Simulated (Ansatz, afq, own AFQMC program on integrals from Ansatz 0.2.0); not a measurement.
## Where AFQMC and coupled cluster stand for NH3⁺, doublet

```xyz
4

N     0.0000    0.0000    0.0000
H     1.7634    0.0237   -0.0001
H    -0.9022    1.5153   -0.0048
H    -0.8612   -1.5390    0.0049
```

Basis 6-31G. Only valence electrons are correlated. AFQMC by an in-house program on the Cholesky factors that Ansatz 0.2.0 writes for its CCSD(T) run. The CISD trial takes its coefficients from CCSD amplitudes. Released means that phaseless walkers are propagated on without the constraint, phases kept. Uncertainties: one standard error, sampling alone.

Determinant: ROHF, the one that the program's search chose, which needn't be the lowest solution. The geometry is a point of a scan.

Full CI on the same integrals is exact in this basis and with this determinant's frozen core.

Cautions: a spin-contaminated unrestricted determinant lies lower (UHF 1.31 eV lower, ⟨S²⟩ 1.80); strong correlation (T1 0.052, weight of the determinant 0.81, largest double 0.16); the released energies are still falling, so no released level is given (meV from the phaseless value at times in 1/Eh: -7 ± 6 at 0.24, -18 ± 6 at 0.51, -20 ± 6 at 0.99, -24 ± 5 at 1.62, -107 ± 74 at 2.40).

* T1 diagnostic: 0.0518
* weight of the determinant in the CISD state: 0.808
* size of the correlated space: 7 electrons in 14 orbitals

Reference: full CI, correlation energy -5.144 eV.

```csv
level,E − E(reference) (meV),share of correlation (%)
HF,5143.7,0.00
MP2,1192.5,76.82
CCSD,231.6,95.50
CCSD(T),35.3,99.31
CCSDT,15.5,99.70
CCSDT(Q),-7.0,100.14
CCSDTQ,2.8,99.95
ph-AFQMC/CISD,46.4 ± 8.6,99.10
```

CCSDT and higher add their correlation energy to the determinant of the CCSD(T) run, since their own runs factorise the integrals more tightly (a shift of under 2 meV). A walk keeps the symmetry of its determinant, which the program's search chose and which needn't be the lowest solution, so a lower state of the same spin and another symmetry isn't excluded.
